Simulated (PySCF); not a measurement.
Compound: 3-methoxy-1-propanol, C4H10O2.
Z-matrix (Å and degrees, PBE0-D3(BJ)/def2-SVP geometry), rows numbered from 1:
```
C 
O   1  1.3913
C   2  1.3992  1  113.54
C   3  1.5120  2  109.20  1  -177.65
C   4  1.5214  3  113.37  2    61.89
O   5  1.4029  4  112.83  3   177.92
H   1  1.1089  2  112.06  3   -61.22
H   1  1.1087  2  112.04  3    59.92
H   1  1.0991  2  108.07  3   179.38
H   3  1.1120  2  110.28  1   -56.56
H   3  1.1101  2  110.52  1    60.88
H   4  1.1049  3  108.51  2   -59.85
H   4  1.1021  3  109.44  2  -176.16
H   5  1.1062  4  109.14  3   -56.50
H   5  1.1030  4  109.35  3    59.73
H   6  0.9626  5  107.75  4    65.18
```

Linear response at CAM-B3LYP/def2-SVPD (PySCF, frozen core in the response, non-relativistic). Isolated species at its PBE0-D3(BJ)/def2-SVP geometry (one conformer only).

Static isotropic polarisability: 61.47 au (9.11 Å³), principal values 55.6, 57.5, 71.2 au.

(1) What is the polarisability at 1064 nm and at the sodium D line?

(2) What is the isotropic C6 coefficient between two such molecules, C6 = (3/π)∫α(iω)² dω?

(3) Which effective excitation energy ω̄ makes London's formula C6 = (3/4)α²ω̄ exact here?

(4) What n − 1 at the D line would an ideal gas of it have at 273.15 K and 1 atm (2.6868 × 10¹⁹ cm⁻³), by n − 1 = 2π·N·α′?

(5) How anisotropic is the static polarisability, by Δα² = ½[(α1 − α2)² + (α2 − α3)² + (α3 − α1)²]?

(6) The lowest 6 singlets have (eV, f): 6.99, 0.007; 7.20, 0.036; 8.02, 0.003; 8.14, 0.028; 8.18, 0.009; 8.36, 0.011. What share of the static polarisability do they carry in the sum over states α = Σ f/ω²?

Results:

(1) 61.86 au at 1064 nm (+0.6 %), 62.78 au at 589.3 nm (+2.1 %). The rise at 589.3 nm is 3.33 times that at 1064 nm; a pure ω² law gives 3.26. The lowest singlet lies at 177 nm, shorter than both wavelengths.

(2) 1747 au (Eh·bohr⁶) by a ten-point quadrature over imaginary frequencies, which is 1040 eV·Å⁶ or 101 J·nm⁶/mol.

(3) ω̄ = 4·C6/(3α²) = 0.617 Eh = 16.8 eV. A one-pole form α(ω) = α/(1 − ω²/ω̄²) fitted to the 1064 nm value gives 14.6 eV. London's choice of the ionisation energy (9.81 eV, ΔSCF at the same level) gives C6 = 1020 au, 42 % too low.

(4) 15.71 × 10⁻⁴, a formal value whether or not that pressure can be reached.

(5) Δα = 14.7 au, or 0.24 of the isotropic value.

(6) 1.18 au, 1.9 % of α; the largest term, 0.51 au, is that of the state at 7.20 eV. Their oscillator strengths add up to 0.09. Higher states carry the rest.
